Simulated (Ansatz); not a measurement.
Stretching the N2–H3 bond in hydrogen isocyanide (SMILES [C-]#[NH+]) (multiplicity 1 held, fragments rigid). Energies count from the point at 0.997 Å.
Geometry at that point (charge 0, multiplicity 1):
```xyz
3

C      0.00000     0.00000    -0.73642
N      0.00000     0.00000     0.42763
H      0.00000     0.00000     1.42508
```

Signs of static correlation in cc-pVDZ, from Ansatz (a first-principles code) runs.

| R (Å) | T1 of restricted CCSD | ⟨S²⟩ of UHF | largest double amplitude of restricted CCSD |
|---|---|---|---|
| 0.798 | 0.016 | 0.000 | 0.081 |
| 0.898 | 0.016 | 0.000 | 0.081 |
| 0.997 | 0.017 | 0.000 | 0.081 |
| 1.097 | 0.018 | 0.000 | 0.081 |
| 1.197 | 0.019 | 0.000 | 0.082 |
| 1.347 | 0.023 | 0.000 | 0.082 |
| 1.496 | 0.029 | 0.000 | (withheld) |
| 1.746 | 0.048 | 0.493 | 0.122 |
| 1.995 | (withheld) | 1.366 | 0.230 |
| 2.294 | 0.110 | 1.372 | 0.449 |
| 2.693 | 0.135 | 1.371 | 0.721 |
| 3.192 | 0.141 | 1.370 | 0.901 |

What belongs in the gaps?


- 1.496, largest double amplitude of restricted CCSD: 0.097
- 1.995, T1 of restricted CCSD: 0.077

Doubts at one or more of the structures used: a restricted determinant that unrestricted orbitals would lower (R-CCSD(T)/cc-pVDZ); T1 above 0.05 (R-CCSD(T)/cc-pVDZ, U-CCSD(T)/cc-pVDZ); other coupled-cluster roots lie near (R-CCSD(T)/cc-pVDZ); a spin-contaminated determinant (U-CCSD(T)/cc-pVDZ); the program's own flag: large difference (U-CCSD(T)/cc-pVDZ).
